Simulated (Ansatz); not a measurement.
Relaxation of CH$_{2}$NO (5 atoms, charge 0, multiplicity 2), to a largest force component of 0.015 eV/Å in at most 40 steps.

Theory: UKS PBE0/def2-SVP (Ansatz 0.2.0).

```xyz
5
Properties=species:S:1:pos:R:3
N -0.914 -0.189 -0.282
C 0.168 0.432 -0.279
O 1.235 0.207 0.420
H -1.663 0.108 -0.888
H 1.174 -0.558 1.028
```

Question: Where does it end, and by what steps?

Answer: It converged. After 4 steps the energy has fallen by 0.029 eV; H5 moved furthest, 0.05 Å.

| step | energy less start (eV) | largest force component (eV/Å) | accepted |
| --- | --- | --- | --- |
| 0 | 0.0000 | 0.908 | yes |
| 1 | -0.0167 | 0.540 | yes |
| 2 | -0.0292 | 0.092 | yes |
| 3 | -0.0295 | 0.033 | yes |
| 4 | -0.0295 | 0.006 | yes |

```xyz
5
Properties=species:S:1:pos:R:3
N -0.907 -0.211 -0.260
C 0.164 0.424 -0.274
O 1.256 0.221 0.419
H -1.641 0.117 -0.885
H 1.129 -0.552 1.000
```

Whether the end is a true minimum wasn't checked by a vibrational analysis.

Time of the run: 8.9 s on 1 CPU thread of a shared host.
